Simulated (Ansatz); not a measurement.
A geometry relaxed with B3LYP-D3(BJ)/def2-TZVP in Ansatz (a quantum-chemistry and plane-wave program), charge 0, multiplicity 1:

```xyz
6

H      0.9459     0.7811    -0.9357
C     -0.7305     0.0208     0.1206
Cl     1.7776    -0.8961     0.5223
C      0.5484     0.0975    -0.1996
H     -1.0988    -0.6743     0.8622
H     -1.4427     0.6711    -0.3698
```

Task: Write the SMILES of this molecule.

Result: `C=CCl`
